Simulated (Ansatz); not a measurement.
Mulliken charges of C2H5NO (`COC=N`) from r2SCAN/def2-TZVPP in Ansatz (PBE0-D4/def2-TZVP geometry).

| atom | x (Å) | y (Å) | z (Å) | charge (e) |
| --- | --- | --- | --- | --- |
| C1 | 0.218 | 0.895 | -0.903 | 0.010 |
| O2 | 0.065 | -0.515 | -0.809 | -0.259 |
| C3 | -0.143 | -0.993 | 0.416 | 0.179 |
| N4 | -0.206 | -0.264 | 1.443 | -0.367 |
| H5 | 0.378 | 1.107 | -1.958 | 0.072 |
| H6 | -0.676 | 1.403 | -0.538 | 0.073 |
| H7 | 1.071 | 1.229 | -0.309 | 0.073 |
| H8 | -0.246 | -2.080 | 0.373 | 0.067 |
| H9 | -0.371 | -0.829 | 2.269 | 0.151 |

Q: By hand: the dipole of these point charges (1 e Å = 4.8032 D).

A: Σ q r = (0.019, 0.069, -0.090) e Å, of length 0.115 e Å = 0.55 D.

Q: How does the dipole of the full density compare? (Estimate.)

A: Ansatz gave: (-0.006, -0.137, -0.055) e Å, 0.71 D; the point charges give 0.77 times that, at 106° from its direction.

Point charges leave out the atoms' own dipoles, such as those of lone pairs, and Mulliken's split depends on the basis, so the two needn't agree.
